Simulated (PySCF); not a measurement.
Record of a relaxation.

Compound: C₄H₄N₂.
Bonds: C1–C2 (aromatic), C2–N3 (aromatic), N3–C4 (aromatic), C4–C5 (aromatic), C5–N6 (aromatic), C1–N6 (aromatic). Hydrogens: H7 on C1; H8 on C2; H9 on C4; H10 on C5.

Method: PBE0/def2-SVP geometry optimisation, gas phase (PySCF 2.14.0); density fitting, grid level 1; the optimiser is geomeTRIC in internal coordinates, started from a GFN2-xTB structure. The frame can shift and turn from step to step; on so coarse a grid that alone can change the energy by a few meV, and forces under 0.02 eV/Å are noise.

Step 0: E = -7178.7668 eV, largest atomic force 0.556 eV/Å
```
atom  x, y, z in Å  |  force x, y, z in eV/Å
C1      1.097   -0.744    0.033   -0.189   0.004  -0.004
C2      1.160    0.644    0.018   -0.186   0.013  -0.006
N3      0.064    1.385   -0.019    0.016   0.361  -0.005
C4     -1.095    0.745   -0.039    0.188  -0.006   0.009
C5     -1.158   -0.643   -0.021    0.188  -0.014  -0.002
N6     -0.062   -1.384    0.014   -0.016  -0.361   0.011
H7      1.985   -1.361    0.060    0.519  -0.191   0.015
H8      2.100    1.177    0.035    0.536   0.145   0.010
H9     -1.984    1.361   -0.069   -0.519   0.193  -0.014
H10    -2.098   -1.177   -0.034   -0.536  -0.143  -0.013
```

Step 1: E = -7178.7960 eV, largest atomic force 0.072 eV/Å
```
atom  x, y, z in Å  |  force x, y, z in eV/Å
C1      1.101   -0.749    0.033    0.067  -0.025   0.000
C2      1.165    0.646    0.014    0.067   0.019   0.004
N3      0.070    1.398   -0.024    0.002   0.015  -0.001
C4     -1.090    0.749   -0.042   -0.066   0.026  -0.005
C5     -1.154   -0.646   -0.025   -0.068  -0.018   0.003
N6     -0.059   -1.398    0.014   -0.002  -0.015   0.000
H7      2.019   -1.350    0.064   -0.044   0.018  -0.001
H8      2.134    1.161    0.029   -0.046  -0.014  -0.001
H9     -2.007    1.350   -0.073    0.044  -0.018   0.001
H10    -2.123   -1.161   -0.041    0.046   0.014   0.001
```

Step 2: E = -7178.7962 eV, largest atomic force under 0.02 eV/Å
```
atom  x, y, z in Å  |  force x, y, z in eV/Å
C1      1.102   -0.749    0.033   -0.002   0.009   0.001
C2      1.166    0.646    0.014    0.001  -0.007  -0.001
N3      0.070    1.397   -0.024    0.001   0.007   0.000
C4     -1.091    0.749   -0.043    0.002  -0.008   0.001
C5     -1.155   -0.646   -0.024   -0.001   0.007  -0.002
N6     -0.059   -1.397    0.014   -0.001  -0.008   0.001
H7      2.017   -1.351    0.064   -0.003  -0.003   0.000
H8      2.133    1.162    0.030   -0.003   0.003   0.000
H9     -2.006    1.351   -0.074    0.003   0.003  -0.001
H10    -2.122   -1.162   -0.041    0.003  -0.003   0.001
```

Problem. Summarise the path.

Solution. The energy falls by 0.0294 eV from step 0 to step 2; nine tenths of that is first reached at step 1. It falls at every step. The largest force goes from 0.556 to under 0.02 eV/Å. Among the bonds C2–H8 changes most (a near tie, within 0.001 Å, with another), from 1.081 to 1.096 Å; the atoms move by 0.020 Å rms after alignment.

Problem. Follow the three bonds and two angles with the largest change from start to end.

Solution. 
```csv
step,E above end (eV),largest force (eV/Å),C2–H8 (Å),C5–H10 (Å),C4–H9 (Å),C4–C5–H10 (°),C2–C1–H7 (°)
0,0.0294,0.556,1.081,1.081,1.081,122.2,122.2
1,0.0002,0.072,1.097,1.097,1.097,120.6,120.6
2,0.0000,under 0.02,1.096,1.096,1.096,120.7,120.7
```

The cost below is that of the whole optimisation. The run took 6.0 s of wall time on Arm Neoverse V2, one thread (shared host), and the process peaked at 0.46 GiB of memory.
